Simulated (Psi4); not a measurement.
C2H2Cl (SMILES C=[C-]Cl), charge -1, singlet, geometry from GFN2-xTB (a gas-phase anion, which may not be bound at this level); SVWN/pcseg-1 (Psi4).

Psi4 was given this input:
```
memory 2 GB

molecule {
-1 1
C    -0.11782134    0.97244023    0.00402460
C     1.20949826    1.06784053    0.01132795
Cl   -0.59700984   -0.85895942   -0.00717248
H     1.97685805    0.28124257    0.01154024
H     1.62224777    2.07938296    0.01827654
}

set {
  basis pcseg-1
}

energy('svwn')
print_variables()
```

Output, abridged:

```
   => Loading Basis Set <=

    Name: PCSEG-1
    Role: ORBITAL
    Keyword: BASIS

         ---------------------------------------------------------
                                   SCF
               by Justin Turney, Rob Parrish, Andy Simmonett
                          and Daniel G. A. Smith
                              RKS Reference
         ---------------------------------------------------------

  ==> Geometry <==

    Molecular point group: c1
    Full point group: C1

    Geometry (in Angstrom), charge = -1, multiplicity = 1:

       Center              X                  Y                   Z               Mass
    ------------   -----------------  -----------------  -----------------  -----------------
         C           -0.049757285615     1.024503747398     0.000000000050    12.000000000000
         C            1.277582329151     1.119905129880     0.000000000050    12.000000000000
         CL          -0.528997181966    -0.806916683005     0.000000000050    34.968852682000
         H            2.044932999306     0.333298244541    -0.000000004629     1.007825032230
         H            1.690362198325     2.131459037590     0.000000001688     1.007825032230

  Running in c1 symmetry.

  Rotational constants: A =      1.91369  B =      0.20361  C =      0.18403 [cm^-1]
  Rotational constants: A =  57371.06293  B =   6104.19920  C =   5517.17921 [MHz]
  Nuclear repulsion =   77.964858478354884

  Charge       = -1
  Multiplicity = 1
  Electrons    = 32
  Nalpha       = 16
  Nbeta        = 16

  ==> Algorithm <==

  SCF Algorithm Type is DF.
  DIIS enabled.
  MOM disabled.
  Fractional occupation disabled.
  Guess Type is SAD.
  Energy threshold   = 1.00e-06
  Density threshold  = 1.00e-06
  Integral threshold = 1.00e-12

  ==> Primary Basis <==

  Basis Set: PCSEG-1
    Blend: PCSEG-1
    Number of shells: 26
    Number of basis functions: 56
    Number of Cartesian functions: 59
    Spherical Harmonics?: true
    Max angular momentum: 2

  ==> DFT Potential <==

   => LibXC <=

    Version 7.1.2
    S. Lehtola, C. Steigemann, M. J. T. Oliveira, and M. A. L. Marques,  SoftwareX 7, 1–5 (2018) (10.1016/j.softx.2017.11.002)

   => Composite Functional: SVWN <=

    Slater exchange
    Vosko, Wilk & Nusair (VWN5_RPA)
    P. A. M. Dirac,  Math. Proc. Cambridge Philos. Soc. 26, 376 (1930) (10.1017/S0305004100016108)
    F. Bloch,  Z. Phys. 57, 545 (1929) (10.1007/BF01340281)
    S. H. Vosko, L. Wilk, and M. Nusair,  Can. J. Phys. 58, 1200 (1980) (10.1139/p80-159)

    Deriv               =              1
    GGA                 =          FALSE
    Meta                =          FALSE

    Exchange Hybrid     =          FALSE
    MP2 Hybrid          =          FALSE

   => Exchange Functionals <=

    1.0000         XC_LDA_X

   => Correlation Functionals <=

    1.0000   XC_LDA_C_VWN_RPA

   => LibXC Density Thresholds  <==

    XC_LDA_C_VWN_RPA:  1.00E-15
    XC_LDA_X:  1.00E-15

   => Molecular Quadrature <=

    Radial Scheme          =       TREUTLER
    Pruning Scheme         =           NONE
    Nuclear Scheme         =       TREUTLER

    Blocking Scheme        =         OCTREE
    BS radius alpha        =              1
    Pruning alpha          =              1
    Radial Points          =             75
    Spherical Points       =            302
    Total Points           =         107349
    Total Blocks           =            861
    Max Points             =            256
    Max Functions          =             56
    Weights Tolerance      =       1.00E-15

   => Loading Basis Set <=

    Name: (PCSEG-1 AUX)
    Role: JKFIT
    Keyword: DF_BASIS_SCF

  ==> Integral Setup <==

  SCF_SUBTYPE=INCORE selected. In-core MEM_DF algorithm will be used.
  Using in-core AOs.

  ==> MemDFJK: Density-Fitted J/K Matrices <==

    J tasked:                   Yes
    K tasked:                    No
    wK tasked:                   No
    Algorithm:                 Core
    Schwarz Cutoff:           1E-12
    Mask sparsity (%):       1.4031
    Fitting Condition:        1E-10

   => Auxiliary Basis Set <=

  Basis Set: (PCSEG-1 AUX)
    Blend: DEF2-UNIVERSAL-JKFIT
    Number of shells: 100
    Number of basis functions: 314
    Number of Cartesian functions: 373
    Spherical Harmonics?: true
    Max angular momentum: 4

  Minimum eigenvalue in the overlap matrix is 6.2495690388E-03.
  Reciprocal condition number of the overlap matrix is 1.3539130098E-03.
    Using symmetric orthogonalization.

  ==> Pre-Iterations <==

  SCF Guess: Superposition of Atomic Densities via on-the-fly atomic UHF (no occupation information).

   -------------------------
    Irrep   Nso     Nmo
   -------------------------
     A         56      56
   -------------------------
    Total      56      56
   -------------------------

  ==> Iterations <==

                           Total Energy        Delta E     RMS |[F,P]|

   @DF-RKS iter SAD:  -535.46058356878791   -5.35461e+02   0.00000e+00
   @DF-RKS iter   1:  -535.40932392952266    5.12596e-02   1.67622e-02 ADIIS/DIIS
   @DF-RKS iter   2:  -534.39188277008338    1.01744e+00   2.64648e-02 ADIIS/DIIS
   @DF-RKS iter   3:  -535.93886313860878   -1.54698e+00   3.11582e-03 ADIIS/DIIS
   @DF-RKS iter   4:  -535.91770086499321    2.11623e-02   4.62931e-03 ADIIS/DIIS
   @DF-RKS iter   5:  -535.95517126417622   -3.74704e-02   6.54206e-04 ADIIS/DIIS
   @DF-RKS iter   6:  -535.95598117585598   -8.09912e-04   1.81783e-04 ADIIS/DIIS
   @DF-RKS iter   7:  -535.95605877111495   -7.75953e-05   3.07564e-05 DIIS
   @DF-RKS iter   8:  -535.95606053241977   -1.76130e-06   7.14437e-06 DIIS
   @DF-RKS iter   9:  -535.95606064978335   -1.17364e-07   7.57745e-07 DIIS
  Energy and wave function converged.

  ==> Post-Iterations <==

   Electrons on quadrature grid:
      Ntotal   =   31.9999996078 ; deviation = -3.922e-07

    Orbital Energies [Eh]
    ---------------------

    Doubly Occupied:

       1A   -100.061741     2A     -9.581275     3A     -9.565850
       4A     -8.912699     5A     -6.774649     6A     -6.767092
       7A     -6.766358     8A     -0.548983     9A     -0.452596
      10A     -0.278907    11A     -0.203924    12A     -0.144955
      13A     -0.104169    14A     -0.076161    15A     -0.024836
      16A      0.032251

    Virtual:

      17A      0.177863    18A      0.179671    19A      0.209932
      20A      0.258370    21A      0.383996    22A      0.485774
      23A      0.518934    24A      0.528254    25A      0.554259
      26A      0.593263    27A      0.617928    28A      0.667987
      29A      0.669499    30A      0.697434    31A      0.754641
      32A      0.769631    33A      0.861845    34A      0.885538
      35A      0.891355    36A      0.898084    37A      0.915916
      38A      1.043992    39A      1.110198    40A      1.168194
      41A      1.511045    42A      1.555070    43A      1.848849
      44A      1.901829    45A      1.916769    46A      2.010875
      47A      2.086862    48A      2.186300    49A      2.216148
      50A      2.513352    51A      2.527754    52A      2.585014
      53A      2.628803    54A      2.980657    55A      3.241020
      56A      3.443335

    Final Occupation by Irrep:
              A
    DOCC [    16 ]
    NA   [    16 ]
    NB   [    16 ]

  @DF-RKS Final Energy:  -535.95606064978335

   => Energetics <=

    Nuclear Repulsion Energy =             77.9648584783548841
    One-Electron Energy =                -901.1076163092085380
    Two-Electron Energy =                 325.5604203402164103
    DFT Exchange-Correlation Energy =     -38.3737231591461665
    Empirical Dispersion Energy =           0.0000000000000000
    VV10 Nonlocal Energy =                  0.0000000000000000
    Total Energy =                       -535.9560606497833533

Computation Completed

Properties will be evaluated at   0.000000,   0.000000,   0.000000 [a0]

Properties computed using the SCF density matrix

 Multipole Moments:

 ------------------------------------------------------------------------------------
     Multipole            Electronic (a.u.)      Nuclear  (a.u.)        Total (a.u.)
 ------------------------------------------------------------------------------------

 L = 1.  Multiply by 2.5417464519 to convert [e a0] to [Debye]
 Dipole X            :         -3.6572362            3.9859868            0.3287506
 Dipole Y            :         -3.8311750            3.0493130           -0.7818620
 Dipole Z            :          0.0000000           -0.0000000           -0.0000000
 Magnitude           :                                                    0.8481658

 ------------------------------------------------------------------------------------

  Variable Map:
  ----------------------------------------------------------------------------
  "CURRENT ENERGY"              =>    -535.956060649783
  "CURRENT REFERENCE ENERGY"    =>    -535.956060649783
  "DD SOLVATION ENERGY"         =>       0.000000000000
  "DFT FUNCTIONAL TOTAL ENERGY" =>    -535.956060649783
  "DFT TOTAL ENERGY"            =>    -535.956060649783
  "DFT VV10 ENERGY"             =>       0.000000000000
  "DFT XC ENERGY"               =>     -38.373723159146
  "GRID ELECTRONS ALPHA"        =>      15.999999803901
  "GRID ELECTRONS BETA"         =>      15.999999803901
  "GRID ELECTRONS TOTAL"        =>      31.999999607802
  "NUCLEAR REPULSION ENERGY"    =>      77.964858478355
  "ONE-ELECTRON ENERGY"         =>    -901.107616309209
  "PCM POLARIZATION ENERGY"     =>       0.000000000000
  "PE ENERGY"                   =>       0.000000000000
  "SCF ITERATION ENERGY"        =>    -535.956060649783
  "SCF ITERATIONS"              =>       9.000000000000
  "SCF TOTAL ENERGY"            =>    -535.956060649783
  "TWO-ELECTRON ENERGY"         =>     325.560420340216
  "XC GRID RADIAL POINTS"       =>      75.000000000000
  "XC GRID SPHERICAL POINTS"    =>     302.000000000000
  "XC GRID TOTAL POINTS"        =>  107349.000000000000

  Array Variable Map:
  ----------------------------------------------------------------------------
  "CURRENT DIPOLE"              =>       0.328750575810 ... -0.000000001222 1 by 3
  "SCF DIPOLE"                  =>       0.328750575810 ... -0.000000001222 1 by 3
  "SCF TOTAL ENERGIES"          =>    -535.460583568788 ... -535.956060649783 1 by 10
```
